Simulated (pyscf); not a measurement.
HO–B(OH)–OH (SMILES OB(O)O) + H₂ (SMILES [H][H]) → HO–B(OH)–OH (SMILES OB(O)O) + H₂ (SMILES [H][H]) (four-centre exchange; singlet surface; H–O, H–H broken, H–O, H–H formed). Structures and frequencies: ωB97X-D3(BJ)/def2-SVP in PySCF. Energies in kcal/mol from the separated reactants.

| level | barrier | reaction energy |
|---|---|---|
| PBE/def2-TZVP | ? | 0.0 |
| r²SCAN/def2-TZVP | 69.1 | 0.0 |
| PBE0-D3(BJ)/def2-TZVP | 69.7 | 0.0 |
| M06-2X/def2-TZVP | 76.0 | 0.0 |
| ωB97M-D3(BJ)/def2-TZVP | ? | 0.0 |
| HF/def2-TZVP | 95.1 | 0.0 |

Problem. Some entries are withheld; supply them.

Solution. 
- PBE/def2-TZVP, barrier: 64.0
- ωB97M-D3(BJ)/def2-TZVP, barrier: 72.8

The functionals in the table span 12.0 kcal/mol in this barrier, from PBE to M06-2X. The same reactants have a lower exit, to H₂O + HO–BH–OH (barrier +54.5 kcal/mol at ωB97M-D3(BJ)/def2-TZVP, against +72.8 kcal/mol here). One saddle was located; it need not be the lowest between these sides.
